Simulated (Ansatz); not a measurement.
Born–Oppenheimer molecular dynamics of AlClFH (4 atoms, charge 0, multiplicity 1). It starts from a relaxed structure.

Method: RKS r2SCAN/def2-SVP (Ansatz).

```
ensemble                      : NVE (velocity Verlet)
time step                     : 0.25 fs
steps asked                   : 250
starting velocities drawn for : 300 K
seed                          : 382447
```

First frame:

```xyz
4
Properties=species:S:1:pos:R:3
Al 0.035 0.000 -0.003
H 0.001 0.000 1.560
Cl 1.817 0.000 -1.095
F -1.385 0.000 -0.862
```

(1) How far do the bonds stretch over the last three quarters of this one trajectory? (Pairs bonded in most of those frames.)

Answers

(1) 
```
   bond  mean (Å)  spread (Å)  shortest  longest
 Al1–H2     1.568       0.050      1.50     1.64
Al1–Cl3     2.095       0.025      2.06     2.13
 Al1–F4     1.661       0.015      1.64     1.68
```

Mean temperature of the second half: 145 K. The conserved energy stayed within 0.024 meV per atom of its start (net change 0.02 meV per atom), so the integration is sound. Over the second half the temperature averaged 0.48 of the 300 K drawn at the start: a run that starts near a minimum puts about half its kinetic energy into the potential. A run of 0.062 ps of so small a system gives no equilibrium averages.

Time of the run: 9.2 min on 1 thread of Arm Neoverse V2 (shared host), peak memory 0.11 GiB.
